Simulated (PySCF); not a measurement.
Geometries of 3 isomers of C3H4F2S, from PySCF, PBE0-D3(BJ)/def2-SVP geometry optimisation, gas phase. One conformer each, no zero-point energy, no frequencies.

Question: Which isomer lies lowest at this level?
A.
```xyz
10
angstrom
C      1.281    0.057    0.030
C     -0.072   -0.002    0.646
S     -0.390   -0.023    2.233
C     -1.217   -0.051   -0.348
F     -1.153    1.032   -1.156
F     -1.081   -1.148   -1.126
H      2.067    0.080    0.794
H      1.420   -0.813   -0.632
H      1.350    0.951   -0.613
H     -2.197   -0.077    0.153
```
B.
```xyz
10
angstrom
C     -1.461   -0.358   -0.463
C     -0.794    0.717   -0.878
F     -1.422    1.792   -1.348
S      0.954    0.968   -0.911
C      1.464   -0.160    0.390
F      1.433   -1.471    0.017
H     -0.930   -1.257   -0.156
H     -2.552   -0.336   -0.450
H      0.808   -0.020    1.264
H      2.500    0.124    0.636
```
C.
```xyz
10
angstrom
F     -1.366   -0.954    0.750
C     -1.220   -0.124   -0.329
C     -0.023    0.768   -0.158
S     -0.030    2.328   -0.591
C      1.181    0.102    0.443
F      1.334   -1.165   -0.051
H     -2.127    0.484   -0.463
H     -1.062   -0.740   -1.234
H      1.030    0.041    1.537
H      2.083    0.698    0.239
```

Answer: A. That is `CC(=S)C(F)F`, 13.4 kcal/mol below the next.

```
     SMILES                 atoms numbered as above      E (Eh)  relative (kcal/mol)  relative (kJ/mol)  dipole (D)
CC(=S)C(F)F  [CH3:1][C:2](=[S:3])[CH:4]([F:5])[F:6]  -713.75744                  0.0                0.0        0.82
  FCC(=S)CF   [F:1][CH2:2][C:3](=[S:4])[CH2:5][F:6]  -713.73606                 13.4               56.1        0.42
  C=C(F)SCF   [CH2:1]=[C:2]([F:3])[S:4][CH2:5][F:6]  -713.73065                 16.8               70.3        1.79
```

As drawn, the lowest has two fluorines on one carbon and a C=S bond, which the highest lacks; the highest has a C=C bond outside aromatic rings, which the lowest lacks.
